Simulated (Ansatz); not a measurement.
This geometry of AlH3 + H (5 atoms, charge 0, multiplicity 2) is a first-order saddle point.

Computed with UKS PBE0-D4/def2-TZVP (Ansatz).

```xyz
5
Properties=species:S:1:pos:R:3
Al -0.001 0.000 -0.045
H -0.003 0.000 1.574
H 1.379 0.000 -0.828
H -1.378 0.000 -0.831
H 0.003 0.000 3.150
```

(1) Which two structures does it join? (They come from a converged band through this point; their orientation in space is the band's.)

(2) How far does it lie above each of them?

Answers

(1) Bonds broken: Al1–H2. Bonds formed: H2–H5. AlH3 + H becomes AlH2 + H2.

Initial state:

```xyz
5
Properties=species:S:1:pos:R:3
Al 0.000 0.000 -0.326
H 0.000 0.000 1.260
H 1.373 0.000 -1.119
H -1.373 0.000 -1.119
H 0.000 0.000 4.324
```

Final state:

```xyz
5
Properties=species:S:1:pos:R:3
Al 0.000 0.000 -0.713
H 0.000 0.000 3.027
H 1.375 0.000 -1.534
H -1.375 0.000 -1.534
H 0.000 0.000 3.775
```

(2) 1.1 kcal/mol above the first and 22.3 kcal/mol above the second. This is the barrier of this one path; another mechanism may lie lower.

Run time: 20 s on 2 threads of Arm Neoverse V2, with other jobs on the host, peak memory 0.12 GiB.
